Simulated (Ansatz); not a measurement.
**GeS (Pnma, No. 62)**

These are rVV10 (Ansatz, a program for electronic structure, PAW) values and carry that method's errors.

Settings: plane-wave cutoff 520 eV, 16×14×6 k mesh (along the axes of the cell as run), Fermi–Dirac smearing 0.05 eV, scalar-relativistic PAW data made under PBE.

Cell: relaxed at this level.

For GeS (Pnma, No. 62), the volume per atom is 22.17 Å³/atom, the bulk modulus B0 is 28.6 GPa and the band gap comes out as 1.35 eV (on the SCF k mesh).

Measured, for comparison: band gap 1.65 eV (room temperature, no zero-point or thermal correction, our sources range from 1.58 to 1.65; as tabulated in Setten et al. (2017), arXiv:1709.07349).

Note: the volume lies 8 % above that of the published cell; the bulk modulus comes from volumes at which shape and atoms were relaxed.

Spin–orbit coupling is not included.

The computed numbers hold no vibrational or temperature effects.
